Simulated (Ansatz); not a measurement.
**BH₄ (doublet): from Hartree-Fock to the top rungs at distance B1–H5 = 1.220 Å, cc-pVDZ**

How much of the correlation energy of BH₄ (doublet) does each wave-function method recover here?

Computed with Ansatz 0.2.0, Gaussian basis. Level: cc-pVDZ, core rule «outside noble gas», up to 1 orbitals frozen.

Plan: UHF; CCSD(T) on ROHF; CCSD(T) on UHF; BCCD(T) on ROHF; CISD; CCSDT(Q) on ROHF; CCSDT(Q) on UHF; CISDTQ; CCSDTQ on ROHF; CCSDTQ on UHF; CASSCF and MRCISD+Q, 3 electrons in 3 orbitals; CASSCF and NEVPT2, 3 electrons in 3 orbitals; CASSCF and MRCISD+Q, 7 electrons in 8 orbitals; CASSCF and MRCISD+Q(relaxed), 7 electrons in 8 orbitals; CASSCF and NEVPT2, 7 electrons in 8 orbitals; Full CI.

6 further runs of the same task are left out: 6 for a known fault of the program.

## (1) What is computed

The geometry derives from a PBE0/def2-TZVP stationary point (not a proven minimum). One bond is set to the value named and the two fragments are kept rigid.

5 atoms, charge 0, spin multiplicity 2.

Atoms are counted from 1 here; the program's logs count them from 0.

Bond lengths: B1–H2 1.220 Å, B1–H3 1.220 Å, B1–H4 1.220 Å, B1–H5 1.220 Å. Angles: H2–B1–H3 96.8°, H2–B1–H4 96.8°, H2–B1–H5 139.9°, H3–B1–H4 139.9°, H3–B1–H5 96.8°, H4–B1–H5 96.8°.

## (2) UHF

in.yaml reads:

```yaml
crystal:
  periodic: [false, false, false]
  atoms:
    - {symbol: B, position_ang: [0.000000, 0.000000, 0.000000]}
    - {symbol: H, position_ang: [0.414685, 0.812495, 0.810653]}
    - {symbol: H, position_ang: [-0.424327, -0.807694, 0.810461]}
    - {symbol: H, position_ang: [-0.412812, 0.808646, -0.815443]}
    - {symbol: H, position_ang: [0.422454, -0.813448, -0.805671]}
basis:
  gaussian: {orbitals: cc-pVDZ}
magnetization: {spin_polarized: true, initial_magnetization: 1}
hamiltonian: {xc: hf}
output: {orbitals: {seedname: orbitals}}
```

Started as:

```
$ ansatz run in.yaml --threads 1 --pin off --events-out ev --progress --plain --max-ram 3840MiB --backend cpu
```

Further steps of the session: CCSD(T) on ROHF; CCSD(T) on UHF; BCCD(T) on ROHF; CISD; CCSDT(Q) on ROHF; CCSDT(Q) on UHF; CISDTQ; CCSDTQ on ROHF; CCSDTQ on UHF; CASSCF and MRCISD+Q, 3 electrons in 3 orbitals; CASSCF and NEVPT2, 3 electrons in 3 orbitals; CASSCF and MRCISD+Q, 7 electrons in 8 orbitals; CASSCF and MRCISD+Q(relaxed), 7 electrons in 8 orbitals; CASSCF and NEVPT2, 7 electrons in 8 orbitals; Full CI.

Before running them: what should the planned runs give, taken together? Wanted: FCI below the RHF energy; RMP2 from FCI; UMP2 from FCI; RCCSD from FCI; RCCSD(T) from FCI; UCCSD(T) from FCI; RCCSDT(Q) from FCI; UCCSDT(Q) from FCI; NEVPT2 pair from FCI.

**Answer**, as computed:

| quantity | value |
| --- | --- |
| FCI below the RHF energy | -4.1700 eV |
| RMP2 from FCI | +19.52 kcal/mol |
| UMP2 from FCI | +20.26 kcal/mol |
| RCCSD from FCI | +2.52 kcal/mol |
| RCCSD(T) from FCI | +0.51 kcal/mol |
| UCCSD(T) from FCI | +0.52 kcal/mol |
| RCCSDT(Q) from FCI | +0.01 kcal/mol |
| UCCSDT(Q) from FCI | +0.01 kcal/mol |
| NEVPT2 pair from FCI | +19.43 kcal/mol |
| MRCISD+Q pair from FCI | -0.32 kcal/mol |
| NEVPT2 valence from FCI | +14.51 kcal/mol |
| levels within 1 kcal/mol (43 meV) | RCCSD(T), UCCSD(T), BCCD(T), RCCSDT, UCCSDT, CISDTQ, RCCSDT(Q), UCCSDT(Q), RCCSDTQ, UCCSDTQ, MRCISD+Q pair, MRCISD+Q valence, MRCISD+Q(relaxed) valence |
| T1 diagnostic | 0.017 |
| effectively unpaired electrons | 1.04 |

What this shows: RCCSD(T) lands +0.51 kcal/mol from the yardstick (0.5 % of the correlation energy). MRCISD+Q pair, MRCISD+Q(relaxed) valence fall below full CI: the +Q correction isn't variational, and the cores differ from full CI's. One determinant dominates. Of the multireference levels listed MRCISD+Q valence comes nearest in total energy (+0.20 kcal/mol), which doesn't show that its space is the better one. These misses are within one basis, not against nature; the frozen cores of restricted and unrestricted runs differ, which can shift their rows.
